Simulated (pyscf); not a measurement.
6 gas-phase steps of one pattern: four-centre exchange on the singlet surface, B–C + Cl–H or B–C + F–H or C–Ga + Cl–H broken and B–Cl + C–H or B–F + C–H or C–H + Cl–Ga formed. Structures and frequencies: ωB97X-D3(BJ)/def2-SVP in PySCF. Correlated levels are frozen-core, on RHF or UHF. ΔMP2 is the change of the MP2 total energy from the triple- to the quadruple-zeta basis. Electronic energies in kcal/mol, from the separated reactants; ΔE‡ at CCSD(T)/def2-TZVPP + ΔMP2(QZVPP), beside the barrier at r²SCAN/def2-TZVP on the same structures. Rows were drawn at random from the steps of this pattern with a verified saddle, stable references and no exit in the data more than 5 kcal/mol lower.

```
row                               step  ΔE‡(r²SCAN)   ΔE‡
---  ---------------------------------  -----------  ----
1         HF + H₃C–BH–F → F–BH–F + CH₄         15.3  23.8
2       H₃C–GaH₂ + HCl → CH₄ + Cl–GaH₂          0.7   7.1
3           H₂B–CH₃ + HF → H₂B–F + CH₄          9.0  17.2
4    HF + H₃C–B(F)–F -> F–B(F)–F + CH₄         20.2  28.9
5    H₂B–CH=CH₂ + HF → H₂B–F + H₂C=CH₂          8.5     ?
6     HCl + H₃C–BH–Cl → Cl–BH–Cl + CH₄         18.8  25.5
```

Problem. Fit ΔE‡ = a + b·ΔE‡(r²SCAN) to the other rows and predict row 5.

Solution. Over the 5 complete rows the means are +12.8 (ΔE‡(r²SCAN)) and 20.5 (ΔE‡); least squares gives b = 1.07 and a = 6.8 kcal/mol, with residuals of 0.8 kcal/mol (root mean square; largest 1.4, row 6). For row 5: 6.8 + 1.07 × (+8.5) = 15.9 kcal/mol. The computed barrier is 17.5 kcal/mol, 1.6 over the line. The line follows the complete rows closely. Each barrier is that of the saddle found. The CCSD(T) − MP2 part came from Ansatz, without density fitting, on the same reference. The frozen core leaves the outer d or s,p core shells of the metals and heavy elements correlated in the MP2 and CC values, and def2-TZVPP describes them poorly, which can shift differences by a few kcal/mol. Elements up to Kr have no core potential and no relativistic terms here.
